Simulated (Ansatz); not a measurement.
```yaml
crystal:
  periodic: [false, false, false]
  atoms:
    - {symbol: In, position_ang: [0.000000, 0.000000, 0.000000]}
    - {symbol: H, position_ang: [0.867049, 0.881439, 1.367060]}
    - {symbol: H, position_ang: [-0.874095, -0.872302, 1.368432]}
    - {symbol: H, position_ang: [-0.873342, 0.865994, -1.372912]}
    - {symbol: H, position_ang: [0.880388, -0.875131, -1.362579]}
basis:
  gaussian: {orbitals: def2-TZVP}
total_charge: 1
magnetization: {spin_polarized: true, initial_magnetization: 2}
hamiltonian: {xc: pbe0}
relax: {f_tol: 0.004, max_steps: 80}
```

```sh
$ ansatz run in.yaml --threads 1 --pin off --events-out ev --progress --plain --max-ram 2176MiB
```

Steps of the relaxation (energy above the last step; positions in Å, forces in eV/Å):

```
5
step 1, 211.9 meV
In    0.000    0.000    0.000    0.000    0.000    0.000
H     0.867    0.881    1.367   -0.301   -0.304   -0.009
H    -0.874   -0.872    1.368    0.301    0.303   -0.009
H    -0.873    0.866   -1.373    0.303   -0.301    0.011
H     0.880   -0.875   -1.363   -0.304    0.301    0.007
```

```
5
step 2, 15.5 meV
In    0.000    0.000    0.000    0.000    0.000    0.000
H     0.743    0.757    1.457   -0.072   -0.072    0.042
H    -0.750   -0.747    1.458    0.072    0.073    0.042
H    -0.748    0.742   -1.462    0.073   -0.072   -0.042
H     0.756   -0.752   -1.453   -0.072    0.072   -0.043
```

```
5
step 3, 1.2 meV
In    0.000    0.000    0.000    0.000    0.000    0.000
H     0.692    0.705    1.505    0.011    0.011   -0.035
H    -0.699   -0.695    1.506   -0.011   -0.011   -0.035
H    -0.697    0.690   -1.509   -0.011    0.011    0.035
H     0.704   -0.700   -1.501    0.011   -0.011    0.035
```

```
5
step 5, 0.0 meV
In    0.000    0.000    0.000    0.000    0.000    0.000
H     0.701    0.715    1.493    0.000    0.000    0.000
H    -0.709   -0.705    1.494    0.000    0.000    0.000
H    -0.706    0.700   -1.498    0.000    0.000    0.000
H     0.714   -0.710   -1.489    0.000    0.000    0.000
```

Close pairs at the end: In1–H3 1.798 Å, In1–H5 1.798 Å, In1–H4 1.798 Å, In1–H2 1.798 Å.

A stationary point of unrestricted PBE0 after 5 steps, with ⟨S²⟩ = 2.018 against 2.00 for a pure state; no frequencies were run, so it isn't proven a minimum. 7 s on 1 thread of Intel Xeon 6975P-C, shared host.
